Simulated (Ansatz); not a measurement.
Input file for C3H5FN2, SMILES `FC1=CNCN1`:

```yaml
crystal:
  periodic: [false, false, false]
  atoms:
    - {symbol: F, position_ang: [-0.877245, -1.728345, -1.614261]}
    - {symbol: C, position_ang: [-0.323241, -0.890659, -0.754225]}
    - {symbol: C, position_ang: [0.577669, -1.128655, 0.189860]}
    - {symbol: N, position_ang: [1.014708, 0.128314, 0.701942]}
    - {symbol: C, position_ang: [-0.024938, 1.076120, 0.284124]}
    - {symbol: N, position_ang: [-0.556580, 0.474275, -0.941316]}
    - {symbol: H, position_ang: [1.082297, -2.050724, 0.423891]}
    - {symbol: H, position_ang: [1.124272, 0.127846, 1.706940]}
    - {symbol: H, position_ang: [-0.819808, 1.165182, 1.048854]}
    - {symbol: H, position_ang: [0.394213, 2.065818, 0.090955]}
    - {symbol: H, position_ang: [-1.526047, 0.703827, -1.116163]}
basis:
  gaussian: {orbitals: def2-TZVPP}
correlation: {method: ccsd_t}
output: {orbitals: {seedname: orbitals}}
```

```sh
$ ansatz run in.yaml --threads 4 --pin off --events-out ev --progress --plain --max-ram 10444MiB
```

Log, shortened:

```
Functional definition: HF
1579 factors; integrals over basis functions are off by at most 1.1e-3 eV
mean field evaluation 1: about -8837.5598 eV, gradient 4.0e1 eV
mean field evaluation 2: about -8837.9094 eV, gradient 4.0e1 eV
mean field evaluation 4: about -8841.6063 eV, gradient 4.7e0 eV
mean field evaluation 8: about -8841.6777 eV, gradient 3.6e-1 eV
mean field evaluation 16: about -8841.6785 eV, gradient 1.5e-6 eV
mean field -8841.67847069 eV, -324.9256906928 hartree, gradient 1.4e-6 eV, S^2 0.000000; 0 other end points of the search recorded, 0 dependent functions left out
6 core orbitals not correlated: weight in the atoms' cores, before any rotation towards them, 1.000 or more for the frozen orbitals, at most 0.000 for the correlated occupied ones
reference -8841.67847069 eV, -324.9256906928 hartree; 17, 17 occupied and 233, 233 virtual orbitals, 1579 factors
second order -30.93392289 eV of doubles, -0.00000000 eV of singles
cycle   1  -30.76091199 eV  change    1.7e-1 eV  update   1.1e-1
cycle   2  -31.45509562 eV  change   -6.9e-1 eV  update   3.4e-2
cycle   3  -31.61716205 eV  change   -1.6e-1 eV  update   1.7e-2
cycle   4  -31.60238181 eV  change    1.5e-2 eV  update   4.2e-3
cycle   5  -31.60129728 eV  change    1.1e-3 eV  update   1.9e-3
cycle   6  -31.60246913 eV  change   -1.2e-3 eV  update   5.9e-4
cycle   7  -31.60199860 eV  change    4.7e-4 eV  update   2.5e-4
cycle   8  -31.60186946 eV  change    1.3e-4 eV  update   9.8e-5
cycle   9  -31.60191632 eV  change   -4.7e-5 eV  update   4.0e-5
cycle  10  -31.60192289 eV  change   -6.6e-6 eV  update   1.4e-5
perturbative correction -1.34378013 eV, -0.0493830089 hartree
Total energy: -8874.62417370 eV, -326.1364229472 hartree
```

Hardware: 4 threads of an Arm Neoverse V2 on a shared host. Wall time 3.5 min, peak host memory 6.5 GiB.

MP2 recovers 93.9 % of the CCSD(T) correlation energy and the triples give 4.1 %; T1 = 0.0118.
